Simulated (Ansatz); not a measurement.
Basis-set extrapolation for `CCC(C)CC(C)C` (PBE0-D4/def2-TZVP geometry, frozen core, Ansatz). Multiplicity 1, RHF reference.

```json
{"": "HF", "def2-TZVPP": "-313.544740", "def2-QZVPP": "-313.559597"}
{"": "MP2 correlation", "def2-TZVPP": "-1.422732", "def2-QZVPP": "-1.509699"}
{"": "CCSD(T) correlation", "def2-TZVPP": "-1.572371", "def2-QZVPP": "not run"}
```

Energies in hartree. Use E(X) = E(∞) + A·exp(−7.88·√X) for Hartree–Fock and E(X) = E(∞) + B·X^(−2.97) for correlation, with X = 3 and 4, and add CCSD(T) minus MP2 of the smaller set to the MP2 limit.

Problem. What is the CCSD(T) energy at the basis-set limit?

Solution. HF limit: -313.559597 + (-0.014857) × 0.13774 = -313.56164. MP2 limit: -1.509699 + (-0.086967) × 0.74074 = -1.57412. Higher-order term: -1.572371 − (-1.422732) = -0.14964. Total: -315.28540 hartree, 4.58 eV below CCSD(T)/def2-TZVPP.
